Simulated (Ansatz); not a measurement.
# A rate constant, worked out

An elementary step of Si2H6O, singlet (SiH₄O ([OH][SiH3]) + SiH₂ → Si₂H₆O ([SiH3][O][SiH3]); H–O broken or loosened, Si–H, Si–O formed or tightened). The start structure is the complex of the reactants, bound by 0.74 eV, and the electronic barrier above it is 0.912 eV by CCSD(T) at an estimated basis limit (MP2 extrapolated from triple and quadruple zeta, plus CCSD(T) − MP2 in triple zeta). Program: Ansatz 0.2.0. Basis: def2-TZVPP and def2-QZVPP. Cores are frozen in the correlated methods. Extrapolation: Hartree–Fock as exp(−7.88 √X), correlation as X^−2.97. Harmonic wavenumbers at PBE0-D4/def2-TZVP (Ansatz 0.2.0), in cm⁻¹:

Start: 115, 151, 215, 301, 379, 632, 671, 729, 772, 854, 928, 942, 963, 986, 1038, 1979, 2040, 2222, 2277, 2313, 3895.

Saddle: 1515i, 99, 118, 181, 457, 624, 685, 714, 794, 822, 856, 939, 955, 969, 993, 1923, 2137, 2165, 2237, 2246, 2255.

Q: Work out the transition-state-theory rate constant at 800 K from these numbers alone (harmonic vibrations; rotation, path degeneracy and anharmonicity left out), and the Wigner tunnelling factor. Use 1 cm⁻¹ = 1.2398 × 10⁻⁴ eV and k_B = 8.617 × 10⁻⁵ eV/K.

A: Zero-point energies, half the sums: start 24402/2 cm⁻¹ = 1.5127 eV; saddle, real modes only, 22169/2 cm⁻¹ = 1.3743 eV.
Barrier with zero-point energy: 0.912 + 1.3743 − 1.5127 = 0.7736 eV.
k_BT = 0.06894 eV, so the barrier is 11.22 k_BT.
Vibrational partition functions from the zero-point level, ln q = −Σ ln(1 − exp(−hν/k_BT)): start 8.481, saddle 8.070.
k = (k_BT/h) exp(ln q‡ − ln q) exp(−E0/k_BT), with log₁₀(k_BT/h in s⁻¹) = 13.22: log₁₀ k = 13.22 + (-0.411 − 11.22)/2.3026 = 8.17, so k ≈ 1 × 10^(8) s⁻¹.
Wigner factor: 1 + (hν‡/k_BT)²/24 = 1 + (2.72)²/24 = 1.31. A change of 1 kcal/mol (0.043 eV) in the barrier would change k by a factor of 1.9 at this temperature.

No T1 diagnostic of these runs exceeds 0.015. The restricted Hartree–Fock reference is unstable towards an unrestricted one at one or more of these structures.

Losses and insertions of silylenes and their heavier kin drive the gas-phase chemistry of silicon and germanium vapour deposition.

Labels in which every atom is bracketed show which atoms are joined, not bond orders.

For scale, one of the runs: CCSD(T)/def2-TZVPP, 199 basis functions, launched by `ansatz run in.yaml --threads 2 --pin off --events-out ev --progress --plain --max-ram 4352MiB`. The run took 19 s on 2 CPU threads of an Intel Xeon 6975P-C (shared host), with 2.4 GiB of host memory at its peak.
